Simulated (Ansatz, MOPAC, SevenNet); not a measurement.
**Ladder of methods for the elastic constant C44 of diamond**

Reference value: 579 GPa (measured, low temperature, zero-point motion not removed; as tabulated in Tanner et al. (2021), arXiv:2110.11888).

| level (code) | value (GPa) | cell (Å³/atom) | difference (%) |
|---|---|---|---|
| PM7 semi-empirical Hartree-Fock (MOPAC) | 585 | 5.70 | +1.0 |
| SevenNet-l3i5 | 478 | 5.69 | -17.4 |
| PBE (Ansatz) | 558 | 5.70 | -3.6 |
| r²SCAN (Ansatz) | 587 | 5.64 | +1.4 |
| PBE0 (Ansatz) | 609 | 5.57 | +5.2 |
| Hartree–Fock (Ansatz) | 672 | 5.60 | +16.1 |

Once the reference is moved by up to 5.0 % (a margin picked here for doubts on the reference and the settings, and for temperature and zero-point motion) and values within 1.7 % count as equal, the nearest can be PM7 semi-empirical Hartree-Fock (MOPAC) (+1.0 %), r²SCAN (+1.4 %), PBE (-3.6 %) or PBE0 (+5.2 %). By the same margin the farthest can be SevenNet-l3i5 (-17.4 %) or Hartree–Fock (+16.1 %).

The reference isn't brought to a static lattice, while the calculations are for one, so the differences are not the levels' errors alone.  PM7 semi-empirical Hartree-Fock (MOPAC): the method was fitted mainly to molecules. PM7 semi-empirical Hartree-Fock (MOPAC): the run uses a supercell at the zone centre in place of a k mesh. Each level is taken at its own relaxed cell. Cutoffs and k meshes differ between the levels. Ansatz's density-functional and Hartree–Fock values are scalar-relativistic unless marked +SOC, with PAW data made under PBE.

Machine-learned potentials (SevenNet-l3i5) are trained on DFT data: a solid inside that data is no test of them.

Differences are worked out from the printed values.

Ansatz is a program for electronic structure.
